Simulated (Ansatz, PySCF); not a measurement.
Molecule: C2H4NO (charge -1, singlet). It need not be the lowest isomer of its formula. Whether it binds its extra electron was not tested at this geometry. 
Structure (B3LYP-D3(BJ)/def2-TZVP (Ansatz, a first-principles code) minimum search):
```xyz
8

O      0.3234     1.2893     0.3347
C     -0.0663     0.1321     0.0291
N      0.9935    -0.7689    -0.4354
C     -1.3455    -0.3978     0.0561
H      0.8071    -1.7247    -0.1526
H     -1.5517    -1.3988    -0.3054
H     -2.1804     0.2374     0.3201
H      1.8533    -0.4518    -0.0027
```
Charge -1, spin multiplicity 1.

Total electronic energies in hartree. Valence correlation only, unless marked. No spin-orbit coupling. Non-relativistic. 

| level | program | energy (Eh) |
|---|---|---|
| HF/aug-cc-pVDZ | Ansatz | -207.38814 |
| PBE/def2-TZVPD | Ansatz | -208.44981 |
| BLYP/def2-TZVPD | Ansatz | -208.63410 |
| B3LYP-D4/def2-TZVPD | Ansatz + dftd4 | -208.70671 |
| PBE0/STO-3G | Ansatz | -205.46718 |
| PBE0/def2-SVP | Ansatz | -208.19242 |
| PBE0-D3(BJ)/def2-TZVP | Ansatz + dftd3 | -208.44922 |
| PBE0-D4/def2-TZVP | Ansatz + dftd4 | -208.44966 |
| TPSSh/def2-TZVPD | PySCF | -208.69270 |
| HSE06-D4/def2-TZVPD | Ansatz + dftd4 | -208.44474 |
| HSE06/def2-TZVPD | Ansatz | -208.44083 |
| CAM-B3LYP-D4/def2-TZVPD | Ansatz + dftd4 | -208.60633 |
| LC-wPBE-D3(BJ)/def2-TZVPD | Ansatz + dftd3 | -208.56109 |
| LC-wPBE-D4/def2-TZVPD | Ansatz + dftd4 | -208.56276 |
| wB97M-V/def2-TZVPD | Ansatz | -208.61279 |
| B2GP-PLYP-D3(BJ)/def2-TZVPD | Ansatz + dftd3 | -208.48804 |
| RI-MP2/aug-cc-pVTZ | Ansatz | -208.24569 |
| SCS-MP2/STO-3G | Ansatz | -204.68361 |
| SCS-MP2/6-31G | Ansatz | -207.64647 |
| SCS-MP2/6-31G* | Ansatz | -207.91111 |
| SCS-MP2/aug-cc-pVDZ | Ansatz | -208.04327 |
| CCSD(T)/6-31G | Ansatz | -207.68700 |

Totals of different functionals don't rank their quality; only differences between species are comparable.
